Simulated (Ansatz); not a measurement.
Consider the substitution at a C–C bond: `C=C(C=S)CF` + `CC#CO` → `CC#COC=S` + `C=CCF`.

Isolated molecules relaxed with PBE0-D4/def2-TZVP in Ansatz; ΔE leaves out vibrations. CBS: MP2 limit from def2 TZ/QZ plus the TZ coupled-cluster correction, frozen cores. This one scheme is used for every species. DFT in def2-TZVPP. B3LYP here is the variant with VWN-RPA as its local correlation; programs differ in this. Each species was taken in one conformer, which may not be the lowest.

(1) Is it downhill or uphill in electronic energy at CCSD(T)/CBS, and by how much? (Estimate.)

(2) What do these levels give: PBE-D4, ωB97X-V, ωB97M-V, B2PLYP, B3LYP, SCS-MP2/def2-TZVPP? (Best estimate.)

Largest T1 diagnostic among the species: 0.016.

Answers

(1) The calculation gave: Uphill: ΔE = +46.1 kJ/mol.

(2) The calculation gave: PBE-D4 37.5, ωB97X-V 36.7, ωB97M-V 39.0, B2PLYP 37.1, B3LYP 32.7, SCS-MP2/def2-TZVPP 42.6 kJ/mol.

From PBE to PBE0 (25 % exact exchange), in def2-TZVPP and without D4, ΔE moves by +6.5 kJ/mol. The D4 term adds +6.2 kJ/mol with B3LYP and +3.3 kJ/mol with PBE0; it sums over pairs of atoms, weighted by their polarisabilities, and B3LYP, whose exchange is more repulsive, gets the larger term. In def2-TZVPP, CCSD(T) changes the Hartree–Fock value by +6.7 kJ/mol (the triples alone add +0.9 kJ/mol) and MP2 by +10.5 kJ/mol.
